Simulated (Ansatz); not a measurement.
# ClH3Si: the cost of one run

Method: PBE0-D4/def2-TZVP structures, single points in def2-TZVPP, no counterpoise correction; program: Ansatz 0.2.0, Gaussian basis.

Levels: SPW92, PBE-D4, BLYP-D4, r2SCAN-D4, B97M-V, PBE0-D4, B3LYP-D4, r2SCAN0-D4, BHLYP-D4, CAM-B3LYP-D4, wB97X-V, wB97M-V, B2PLYP, PBE-QIDH, RPA on PBE, Hartree-Fock, MP2, CCSD, CCSD(T).

Cores are frozen in the correlated methods. B3LYP uses VWN-RPA correlation. B2PLYP carries no dispersion term here.

94 further runs of the same task are left out: 94 set aside as unsound or not needed.

## Step 1: Starting geometry

The complex: 7 atoms, charge 0, spin multiplicity 1.

Atoms are counted from 1 here; the program's logs count them from 0.

Bond lengths: Si1–H3 1.478 Å, Si1–H4 1.478 Å, Si1–H5 1.479 Å, Si1–Cl7 2.077 Å, F2–H6 0.929 Å. Angles: H3–Si1–H4 111.8°, H3–Si1–H5 111.3°, H3–Si1–Cl7 107.7°, H4–Si1–H5 111.3°, H4–Si1–Cl7 107.7°, H5–Si1–Cl7 106.7°.

Coordinates:

```xyz
7
charge 0, multiplicity 1
Si   -0.97981    0.10295   -0.04443
F     2.33337   -0.88962    0.43329
H    -0.82769   -1.17938   -0.76244
H    -0.81642   -0.06374    1.41466
H    -2.26806    0.75273   -0.37065
H     2.04049   -0.10324    0.03530
Cl    0.51812    1.38010   -0.70583
```

Its parts: SiH₃Cl holds atoms 1, 3, 4, 5, 7; HF holds atoms 2, 6. Each part counts its atoms afresh in its own runs.

## Step 2: Relaxing SiH₃Cl alone

Contents of relax-a/in.yaml:

```yaml
crystal:
  periodic: [false, false, false]
  atoms:
    - {symbol: Si, position_ang: [-0.979807, 0.102954, -0.044432]}
    - {symbol: H, position_ang: [-0.827695, -1.179384, -0.762442]}
    - {symbol: H, position_ang: [-0.816420, -0.063739, 1.414662]}
    - {symbol: H, position_ang: [-2.268059, 0.752727, -0.370653]}
    - {symbol: Cl, position_ang: [0.518124, 1.380100, -0.705829]}
basis:
  gaussian: {orbitals: def2-TZVP}
hamiltonian: {xc: pbe0, dispersion: d4}
relax: {f_tol: 0.005, max_steps: 200}
```

Run with:

```
$ ansatz run in.yaml --threads 2 --pin off --events-out ev --progress --plain --max-ram 4352MiB
```

**Question.** How long does this run take on 2 threads of AMD EPYC 9R45, shared host?

About 2 s.
